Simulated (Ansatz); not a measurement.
Reaction (isomerisation): `CC1(F)CC1` → `C/C=C/CF`

Computed with Ansatz on PBE0-D4/def2-TZVP structures; ΔE is electronic, products minus reactants. CBS: MP2 limit from def2 TZ/QZ plus the TZ coupled-cluster correction, frozen cores. DFT in def2-TZVPP. HSE06 is defined as in plane-wave codes. One conformer a species, not always the lowest.

Question: Is it downhill or uphill in electronic energy at CCSD(T)/CBS, and by how much? (Best estimate.)

Answer: Ansatz gave: Downhill: ΔE = -4.3 kcal/mol.

Question: What do these levels give: PBE-D4, BLYP-D4, HSE06-D4, ωB97M-V, B2PLYP, BLYP, r2SCAN, r2SCAN0, HSE06, CAM-B3LYP, HF/def2-SVP, HF/def2-TZVPP? (Estimate.)

Answer: Computed: PBE-D4 -2.3, BLYP-D4 -7.7, HSE06-D4 -1.0, ωB97M-V -2.2, B2PLYP -5.2, BLYP -8.3, r2SCAN -2.0, r2SCAN0 -0.9, HSE06 -1.2, CAM-B3LYP -4.0, HF/def2-SVP -5.8, HF/def2-TZVPP -7.4 kcal/mol.

Question: What do rigid-rotor, harmonic-oscillator terms from PBE0-D4/def2-TZVP frequencies (298.15 K, 1 bar) make of the CCSD(T)/CBS value? (Estimate.)

Answer: Computed: ΔZPE = -0.1 kcal/mol, ΔH = -4.0 kcal/mol, ΔS = 17 J/(mol·K), ΔG = -5.2 kcal/mol.

Largest T1 diagnostic among the species: 0.010.

Leaving LDA and LC-ωPBE aside and taking each functional with its dispersion term where it has one, the values, not all of them listed here, spread over 7.3 kcal/mol, from BLYP-D4 to PBE-QIDH. LDA lies +4.3 kcal/mol from PBE without D4. From r2SCAN to r2SCAN0 (25 % exact exchange), in def2-TZVPP and without D4, ΔE moves by +1.1 kcal/mol. In def2-TZVPP, CCSD(T) changes the Hartree–Fock value by +3.3 kcal/mol (the triples alone add −0.1 kcal/mol) and MP2 by +5.6 kcal/mol.
